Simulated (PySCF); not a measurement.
Molecule: SMILES COC=O, C2H4O2.

Geometry:
| atom | x (Å) | y (Å) | z (Å) |
| --- | --- | --- | --- |
| C1 | -1.007 | -0.157 | 0.101 |
| O2 | 0.302 | -0.661 | 0.321 |
| C3 | 1.299 | 0.117 | -0.089 |
| O4 | 1.177 | 1.186 | -0.615 |
| H5 | -1.152 | 0.111 | -0.956 |
| H6 | -1.699 | -0.955 | 0.392 |
| H7 | -1.187 | 0.740 | 0.713 |
| H8 | 2.266 | -0.380 | 0.133 |

Spin–spin couplings on one PBE0-D3(BJ)/def2-SVP geometry, PySCF 2.14.0 with density-fitted response routines, gas phase, non-relativistic, equivalent pairs averaged; isotopes ¹³C, ¹H; functional B3LYP.

Reference values (Hz): ¹J(C1,H5) = 147.0 (measured; liquid or solution (compiled); San Fabian, Garcia de la Vega, Suardiaz et al., Magn. Reson. Chem. 2013, 51, 775 (SI)); ¹J(C3,H8) = 226.2 (measured; liquid or solution (compiled); San Fabian, Garcia de la Vega, Suardiaz et al., Magn. Reson. Chem. 2013, 51, 775 (SI)).

Problem. How do the couplings (Hz) change with the basis set? Times are CPU seconds on shared hosts with different chips, so compare them loosely. Far from the basis limit: 6-31G-J, pcJ-0, 6-31G*, def2-TZVP, cc-pVTZ.

Solution. 
```
    basis set  functions  ¹J(C1,H5)  ¹J(C3,H8)  mean abs. error  core-s
      6-31G-J         64      157.5      242.7             13.5     4.8
        pcJ-0         64      128.5      205.0             19.8     4.8
       6-31G*         64      155.9      215.5              9.8     3.8
        pcJ-1        148      152.7      231.5              5.5      20
    def2-TZVP        148      144.5      221.2              3.7      11
      cc-pVTZ        176      135.5      208.0             14.9      14
aug-cc-pVTZ-J        264      154.4      237.4              9.3      33
        pcJ-2        300      152.6      234.4              6.9      42
```

Errors compare magnitudes, without vibrational corrections, and the largest couplings weigh most in the mean. Closest: def2-TZVP; furthest: pcJ-0.

The Fermi-contact term samples the wavefunction at the nucleus, which is why sets with added tight s functions (names with J) are made for couplings. Agreement of an ordinary basis with the reference is then largely a cancellation of errors.
